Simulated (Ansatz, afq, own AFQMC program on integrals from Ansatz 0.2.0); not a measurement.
Two steps: Ansatz 0.2.0 writes the Fock matrix and Cholesky factors of the valence space, and afq projects on them the lowest state that overlaps trial and start.

```yaml
crystal:
  periodic: [false, false, false]
  atoms:
    - {symbol: Si, position_ang: [0.252515, 0.000000, 1.156492]}
    - {symbol: N, position_ang: [-0.922060, 0.000000, -0.018083]}
    - {symbol: Si, position_ang: [0.207331, 0.000000, -1.147474]}
basis:
  gaussian: {orbitals: cc-pVDZ}
magnetization: {spin_polarized: true, initial_magnetization: 3}
correlation: {method: ccsd_t, electrons: outside_noble_gas, hamiltonian_folder: ham}
```

```sh
$ ansatz run in.yaml --threads 1 --pin off --events-out ev --progress --plain --max-ram 1382MiB
```

Options of the walk:

```
--method phaseless --trial cisd --walkers 60 --populations 1 --least-time 40 --time-step 0.005 --steps-per-block 50 --equilibration-blocks 28 --max-blocks 300 --target-error 0.00043 --factor-cut 1e-05 --start spin_pure --seed 6763 --release-times 0.24,0.51,0.99,1.62,2.4 --release-step 0.03 --release-every 4 --taylor-order 6
```

Times are imaginary, in 1/Eh. The walk had a cap of 1687 s.

Log:

```
orbitals 39  electrons 8 5  factors 306 of 506
reference energy -632.15338248 Eh
CCSD correlation -0.30645245 Eh in 19 cycles, weight of the determinant in the CISD state 0.8079
energy of the start -632.455560 Eh
 block  time / (1/Eh)  mean weight  energy / Eh
     1     0.250  1.0023  -632.453303
     2     0.500  1.0012  -632.457121
     3     0.750  0.9989  -632.464316
     4     1.000  1.0005  -632.468548
     5     1.250  1.0010  -632.469118
     9     2.250  0.9990  -632.486650
    33     8.250  0.9998  -632.484594
    65    16.250  0.9985  -632.467110
    97    24.250  1.0006  -632.491353
   121    30.250  1.0028  -632.495936
   129    32.250  1.0002  -632.477471
   161    40.250  1.0016  -632.486917
   193    48.250  1.0008  -632.482888
   201    50.250  0.9997  -632.460728
   225    56.250  0.9983  -632.479086
   257    64.250  0.9976  -632.476006
   289    72.250  1.0003  -632.493858
   321    80.250  1.0016  -632.473725
blocks merged  error / Eh  count
     1  0.000678  300
     2  0.000824  150
     4  0.000995  75
     8  0.000980  37
    16  0.001176  18
    32  0.001382  9
released: time / (1/Eh)  energy / Eh  error  mean overlap
  0.24  -632.478468  0.001202  1.0076
  0.51  -632.477705  0.001005  1.0181
  0.99  -632.480067  0.001124  1.0198
  1.62  -632.478406  0.001272  1.0399
  2.40  -632.479778  0.001938  1.0443
energy -632.479179 +/- 0.001176 Eh
(rows thinned)
```

The run passed its tests (sampling time, drift between the halves within three errors, error under three times the target), which doesn't prove that it has relaxed.

Against this walk (error 32.0 meV) on the same determinant: CCSD(T) 102.3 meV higher, CCSDT(Q) 9.5 meV lower (within the noise). The error is statistical and leaves out the bias of the constraint. None of these is a sure reference here. Released to 2.40 1/Eh the energy moves by -16 ± 62 meV (both errors), within twice the noise.

Cautions: constraint bias not in the error; error above the target (32.0 against 11.7 meV); lower spins were not checked; higher spins were not checked; raised T1 diagnostic (T1 0.044, weight of the determinant 0.81, largest double 0.06); unrestricted determinant slightly spin contaminated (⟨S²⟩ 3.81 against 3.75); the bias of populations of 60 walkers isn't removed.

The walk took 8.8 min on 1 thread of Intel(R) Xeon(R) Platinum 8488C (Sapphire Rapids), with other jobs on the host. The log's last line is the phaseless energy.

CCSDT and higher add their correlation energy to the determinant of the CCSD(T) run, since their own runs factorise the integrals more tightly (a shift of under 2 meV). A walk keeps the symmetry of its determinant, which the program's search chose and which needn't be the lowest solution, so a lower state of the same spin and another symmetry isn't excluded.
